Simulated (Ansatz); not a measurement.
# CH2AlO radical (SMILES [CH2]1[O][Al]1): single points off equilibrium

How do the functionals fare away from a minimum? The structure is a structure displaced at random from a GFN2-xTB minimum.

Method: single points in def2-TZVPP; program: Ansatz 0.2.0, Gaussian basis.

Correlated methods freeze the cores. Orbitals are unrestricted.

### Step 1. Where the work starts

SMILES `[CH2]1[O][Al]1`, 5 atoms, charge 0, spin multiplicity 2.

Atoms are counted from 1 here; the program's logs count them from 0.

Bond lengths: C1–O2 1.461 Å, C1–Al3 2.191 Å, C1–H4 1.161 Å, C1–H5 1.027 Å, O2–Al3 1.758 Å. Angles: O2–C1–Al3 53.1°, O2–C1–H4 108.5°, O2–C1–H5 109.2°, Al3–C1–H4 122.3°, Al3–C1–H5 104.0°, H4–C1–H5 132.0°, C1–O2–Al3 85.3°, C1–Al3–O2 41.7°.

As a file:

```xyz
5

C     0.18670    0.42650   -0.23920
O    -0.72610   -0.42080    0.52520
Al    0.49740   -1.66690    0.32700
H    -0.33660    0.72980   -1.23060
H     0.78480    0.95100    0.41110
```

### Step 2. CCSD(T)/def2-TZVPP

run/in.yaml reads:

```yaml
crystal:
  periodic: [false, false, false]
  atoms:
    - {symbol: C, position_ang: [0.186700, 0.426500, -0.239200]}
    - {symbol: O, position_ang: [-0.726100, -0.420800, 0.525200]}
    - {symbol: Al, position_ang: [0.497400, -1.666900, 0.327000]}
    - {symbol: H, position_ang: [-0.336600, 0.729800, -1.230600]}
    - {symbol: H, position_ang: [0.784800, 0.951000, 0.411100]}
basis:
  gaussian: {orbitals: def2-TZVPP}
magnetization: {spin_polarized: true, initial_magnetization: 1}
correlation: {method: ccsd_t}
scf: {omitted_lower_state_checks: [cluster_reference]}
output: {forces: true}
```

No record of the launch command was kept for these runs.

### Step 3. PBE0-D4/def2-TZVPP

run/in.yaml, as its differences from that of step 2:

```diff
@@ -11,4 +11,3 @@
 magnetization: {spin_polarized: true, initial_magnetization: 1}
-correlation: {method: ccsd_t}
-scf: {omitted_lower_state_checks: [cluster_reference]}
-output: {forces: true}
+hamiltonian: {xc: pbe0, dispersion: d4}
+output: {forces: true, orbitals: {seedname: orbitals}}
```

### Step 4. wB97M-V/def2-TZVPP

run/in.yaml, as its differences from that of step 3:

```diff
@@ -11,3 +11,3 @@
 magnetization: {spin_polarized: true, initial_magnetization: 1}
-hamiltonian: {xc: pbe0, dispersion: d4}
-output: {forces: true, orbitals: {seedname: orbitals}}
+hamiltonian: {xc: {name: wB97M-V}}
+output: {forces: true}
```

### Step 5. r2SCAN-D4/def2-TZVPP

run/in.yaml, as its differences from that of step 4:

```diff
@@ -11,3 +11,3 @@
 magnetization: {spin_polarized: true, initial_magnetization: 1}
-hamiltonian: {xc: {name: wB97M-V}}
+hamiltonian: {xc: r2scan, dispersion: d4}
 output: {forces: true}
```

### Step 6. PBE-D4/def2-TZVPP

run/in.yaml, as its differences from that of step 5:

```diff
@@ -11,3 +11,3 @@
 magnetization: {spin_polarized: true, initial_magnetization: 1}
-hamiltonian: {xc: r2scan, dispersion: d4}
+hamiltonian: {xc: pbe, dispersion: d4}
 output: {forces: true}
```

### Step 7. BHLYP-D4/def2-TZVPP

run/in.yaml, as its differences from that of step 6:

```diff
@@ -11,3 +11,3 @@
 magnetization: {spin_polarized: true, initial_magnetization: 1}
-hamiltonian: {xc: pbe, dispersion: d4}
+hamiltonian: {xc: {name: BHLYP}, dispersion: d4}
 output: {forces: true}
```

### Step 8. revPBE-D4/def2-TZVPP

run/in.yaml, as its differences from that of step 7:

```diff
@@ -11,3 +11,3 @@
 magnetization: {spin_polarized: true, initial_magnetization: 1}
-hamiltonian: {xc: {name: BHLYP}, dispersion: d4}
+hamiltonian: {xc: {name: revPBE}, dispersion: d4}
 output: {forces: true}
```

(Steps that only read results are left out.)

Q: Predict the outcome of this session. Wanted: energy less free atoms, CCSD(T)/def2-TZVPP; RMS force component; RMS force error; HOMO and LUMO, PBE0-D4; T1 diagnostic.

**Answer**, as computed:

| quantity | value |
| --- | --- |
| energy less free atoms, CCSD(T)/def2-TZVPP | -1623.0 kJ/mol |
| RMS force component | 1.696 to 1.916 eV/Å over the methods |
| RMS force error | PBE0-D4 0.194, wB97M-V 0.136, r2SCAN-D4 0.158, PBE-D4 0.224, BHLYP-D4 0.325, revPBE-D4 0.271 eV/Å |
| HOMO and LUMO, PBE0-D4 | -6.35 and -2.95 eV |
| T1 diagnostic | 0.033 |

In words: Against CCSD(T) the functionals' energies less atoms differ by -117.3 to +29.9 kJ/mol, PBE-D4 by -117.3 kJ/mol. CCSD(T) in triple zeta still lacks some correlation energy of the bonds, so part of these gaps is its own basis error and they don't rank the functionals. For forces wB97M-V does best and BHLYP-D4 worst. Frozen-core CCSD(T) forces in triple zeta carry basis errors of their own, and this is one geometry, so small gaps rank nothing.
